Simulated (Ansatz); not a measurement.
# C4H8F2: up Jacob's ladder to CCSD(T)

How much do the methods differ for C4H8F2? The plan is to run it at one geometry with functionals of several rungs and with coupled cluster. The yardstick is the atomisation energy at the CCSD(T) limit.

Program: Ansatz 0.2.0, Gaussian basis. Level of theory: functionals in def2-TZVPP, the program's frozen cores in correlated methods. These are calculated values, not measurements.

Plan: LDA (SPW92), PBE-D4, revPBE-D4, BLYP-D4, r2SCAN-D4, B97M-V, PBE0-D4, B3LYP-D4, r2SCANh-D4, r2SCAN0-D4, HSE06-D4, BHLYP-D4, CAM-B3LYP-D4, LC-ωPBE, ωB97X-V, ωB97M-V, B2PLYP, PBE-QIDH; CCSD(T)/def2-SVP; CCSD(T)/def2-TZVPP; MP2/def2-QZVPP; extrapolation to the limit; RPA on PBE.

**1. The geometry**

All runs share one geometry, relaxed beforehand with PBE0-D4 in a triple-zeta def2 set.

SMILES `CC(C)C(F)F`, 14 atoms, charge 0, spin multiplicity 1.

Atoms are counted from 1 here; the program's logs count them from 0.

Bond lengths: C1–C2 1.522 Å, C1–H7 1.092 Å, C1–H8 1.093 Å, C1–H9 1.091 Å, C2–C3 1.521 Å, C2–C4 1.511 Å, C2–H10 1.097 Å, C3–H11 1.092 Å, C3–H12 1.091 Å, C3–H13 1.092 Å, C4–F5 1.360 Å, C4–F6 1.362 Å, C4–H14 1.096 Å. Angles: C2–C1–H7 110.8°, C2–C1–H8 111.8°, C2–C1–H9 110.3°, H7–C1–H8 108.1°, H7–C1–H9 108.0°, H8–C1–H9 107.8°, C1–C2–C3 112.2°, C1–C2–C4 109.9°, C1–C2–H10 108.8°, C3–C2–C4 111.5°, C3–C2–H10 109.1°, C4–C2–H10 105.0°, C2–C3–H11 110.1°, C2–C3–H12 111.5°, C2–C3–H13 110.8°, H11–C3–H12 108.2°, H11–C3–H13 108.0°, H12–C3–H13 108.2° and more.

**2. LDA**

This LDA is Slater exchange with PW92 correlation.

Input file in.yaml:

```yaml
crystal:
  periodic: [false, false, false]
  atoms:
    - {symbol: C, position_ang: [-1.181611, -0.707689, 0.517563]}
    - {symbol: C, position_ang: [0.208114, -0.351388, 0.010720]}
    - {symbol: C, position_ang: [0.188724, 0.128610, -1.432524]}
    - {symbol: C, position_ang: [0.844154, 0.669227, 0.925644]}
    - {symbol: F, position_ang: [2.123964, 0.929324, 0.545113]}
    - {symbol: F, position_ang: [0.172002, 1.852517, 0.880202]}
    - {symbol: H, position_ang: [-1.844380, 0.159422, 0.472709]}
    - {symbol: H, position_ang: [-1.157890, -1.062896, 1.551271]}
    - {symbol: H, position_ang: [-1.618525, -1.497330, -0.096387]}
    - {symbol: H, position_ang: [0.849377, -1.237855, 0.084581]}
    - {symbol: H, position_ang: [-0.218364, -0.649899, -2.080747]}
    - {symbol: H, position_ang: [1.190971, 0.375773, -1.784953]}
    - {symbol: H, position_ang: [-0.438485, 1.016403, -1.537048]}
    - {symbol: H, position_ang: [0.869048, 0.346380, 1.972657]}
basis:
  gaussian: {orbitals: def2-TZVPP}
hamiltonian: {xc: lda}
output: {orbitals: {seedname: orbitals}}
```

Command:

```sh
> ansatz run in.yaml --threads 4 --pin off --events-out ev --progress --plain --max-ram 11315MiB
```

The runs that follow: PBE-D4 (GGA); revPBE-D4 (GGA); BLYP-D4 (GGA); r2SCAN-D4 (meta-GGA); B97M-V (meta-GGA); PBE0-D4 (hybrid); B3LYP-D4 (hybrid); r2SCANh-D4 (hybrid); r2SCAN0-D4 (hybrid); HSE06-D4 (hybrid); BHLYP-D4 (hybrid); CAM-B3LYP-D4 (range-separated); LC-ωPBE (range-separated); ωB97X-V (range-separated); ωB97M-V (range-separated); B2PLYP (double hybrid); PBE-QIDH (double hybrid); CCSD(T) in def2-SVP; CCSD(T) in def2-TZVPP; MP2 in def2-QZVPP; RPA on PBE orbitals.

**Question.** What will the summary of the whole plan be? Wanted: atomisation energy, CCSD(T)/CBS; farthest beyond LDA; mean size of error, GGA; mean size of error, meta-GGA; mean size of error, hybrid; mean size of error, range-separated; mean size of error, double hybrid; gap, smallest and largest; T1 diagnostic.

**Answer**, as computed:

| quantity | value |
| --- | --- |
| atomisation energy, CCSD(T)/CBS | 1328.6 kcal/mol |
| functionals within 6.6 kcal/mol (0.5 %) | revPBE-D4, BLYP-D4, r2SCAN-D4, B97M-V, B3LYP-D4, r2SCANh-D4, LC-ωPBE, ωB97X-V, ωB97M-V, PBE-QIDH |
| farthest beyond LDA | BHLYP-D4 (-39.0 kcal/mol) |
| mean size of error, GGA | 12.8 kcal/mol |
| mean size of error, meta-GGA | 2.6 kcal/mol |
| mean size of error, hybrid | 12.4 kcal/mol |
| mean size of error, range-separated | 4.4 kcal/mol |
| mean size of error, double hybrid | 7.8 kcal/mol |
| gap, smallest and largest | 7.82 eV (BLYP-D4), 15.16 eV (LC-ωPBE) |
| T1 diagnostic | 0.0104 |
| triples share of the correlation energy | 3.4 % |

What this shows: LDA overbinds by 200.3 kcal/mol (15 %). PBE-D4 misses by +30.9 kcal/mol. Double hybrids carry the basis error of their MP2 part in triple zeta, and no dispersion term here, so their miss is partly the set-up's. The rungs meta-GGA, range-separated miss on average by less than the doubt on the reference (6.6 kcal/mol), so they tie. Misses under about 6.6 kcal/mol are within the doubt on the reference itself, which lacks core-valence correlation, relativity and higher excitations. Hartree-Fock recovers 74 % of the binding; the rest is correlation. CCSD(T) in def2-SVP is off by -50.3 kcal/mol, which most functionals beat. Orbital gaps span 7.8 to 15.2 eV; exact exchange widens them.
